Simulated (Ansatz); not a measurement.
# CH6NSi: structure from calculated spectroscopic constants

These gas-phase data were calculated for one isomer of CH6NSi at BLYP-D3(BJ)/def2-SVP (harmonic, unscaled wavenumbers; equilibrium rotational constants with average atomic masses):

```
rotational constants            : 19.44, 6.349, 5.133 GHz
all wavenumbers above 1500 cm⁻¹ : 3515, 3430, 3043, 3030, 2945, 2062, 1510
```

Candidates:

(1) `[CH2][SiH2]N`, a doublet
(2) `C[SiH]N`, a doublet
(3) `CN[SiH2]`, a doublet

Question: Assign the data to one candidate and say why.

Answer: Candidate (2). 2 modes lie between 3250 and 3800 cm⁻¹, one for each N–H bond, while (3) has 1. 1 mode lies between 2000 and 2380 cm⁻¹, one for each Si–H bond, while (1) has 2.

The same quantities for all candidates:

|  | rotational constants (GHz) | wavenumbers above 1500 cm⁻¹ | E above the lowest, BLYP-D3(BJ)/def2-SVP (kcal/mol) |
| --- | --- | --- | --- |
| (1) | 19.32, 6.197, 5.305 | 3505, 3421, 3125, 3032, 2168, 2163, 1514 | 14.6 |
| (2) | 19.44, 6.349, 5.133 | 3515, 3430, 3043, 3030, 2945, 2062, 1510 | 0.0 |
| (3) | 34.27, 5.166, 4.727 | 3454, 3025, 2963, 2898, 2091, 2050 | 12.8 |

Each candidate is one conformer. Open shells are spin-unrestricted. Programs: Ansatz 0.2.0.
